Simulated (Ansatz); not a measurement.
We consider hcp Zr, described by rVV10 in Ansatz (PAW).

Settings: plane-wave cutoff 500 eV, 30×30×14 k mesh (along the axes of the cell as run), Fermi–Dirac smearing 0.1 eV, scalar-relativistic PAW data made under PBE.

Computed at the level's own relaxed cell.

Problem. Predict the equilibrium volume per atom, lattice parameter a and c axis length.

Solution. 
- equilibrium volume per atom: 23.67 Å³/atom
- lattice parameter a: 3.242 Å
- c axis length: 5.199 Å

Measured, for comparison: lattice constant a 3.232 Å, lattice parameter c 5.148 Å (293 K, no zero-point or thermal correction; as tabulated in Wikipedia's data pages). Computed (rounded) less measured: lattice constant a +0.3 %, lattice parameter c +1.0 %.

Computed values are for the static lattice.

Ansatz is a quantum-chemistry and plane-wave program.
